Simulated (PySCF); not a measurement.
`InChI=1S/C5H7N/c1-2-5-3-6-4-5/h6H,1,3-4H2`

Geometry:
```tsv
atom	x (Å)	y (Å)	z (Å)
C1	2.574	0.044	-0.689
C2	1.328	0.027	-0.328
C3	0.090	0.009	0.033
C4	-1.038	-0.994	-0.022
N5	-1.966	0.059	0.412
C6	-0.863	0.995	0.667
H7	3.364	-0.258	-0.019
H8	2.874	0.360	-1.676
H9	-0.910	-1.835	0.669
H10	-1.280	-1.382	-1.015
H11	-2.544	-0.167	1.212
H12	-0.989	1.943	0.137
H13	-0.643	1.201	1.721
```

Computed, not measured: GIAO wB97X-D/pcSseg-1 magnetisability, rotational g tensor and spin-rotation constants, non-relativistic, gas phase (PySCF 2.14.0). Geometry: GFN2-xTB.

(1) Give the nuclear spin-rotation constants along the inertial axes (H = +C I·J) beside the isotropic shieldings.

(2) How do the rotational constants and the g tensor change when H7, H8, H9, H10, H11, H12, H13 are replaced by deuterium?

Answers

(1) Rotational constants 11.5317, 2.2308, 1.9490 GHz. A star marks the isotopologue with that one atom substituted, in its own axes.
```csv
atom,isotope,Caa (kHz),Cbb (kHz),Ccc (kHz),mean (kHz),σ (ppm)
N5,14N,0.377,0.061,0.092,0.177,245.2
H7,1H,-0.541,-0.247,0.038,-0.250,26.8
H8,1H,-0.628,-0.246,0.053,-0.274,26.8
H9,1H,-1.174,-0.121,0.028,-0.422,27.3
H10,1H,-1.156,-0.065,-0.018,-0.413,27.4
H11,1H,-0.316,-0.304,-0.132,-0.251,31.4
H12,1H,-1.156,-0.065,-0.018,-0.413,27.4
H13,1H,-1.174,-0.121,0.028,-0.422,27.3
C1,13C*,2.692,0.265,0.706,1.221,103.4
C2,13C*,4.886,0.936,0.906,2.243,-24.4
C3,13C*,3.384,0.843,0.288,1.505,83.4
C4,13C*,1.796,0.483,0.425,0.901,131.5
```
For the geometry as given, no vibrational averaging.

(2) Constants 8.3566, 1.9095, 1.6637 GHz; g -0.0466, -0.0084, -0.0152, against -0.0638, -0.0098, -0.0179 before.
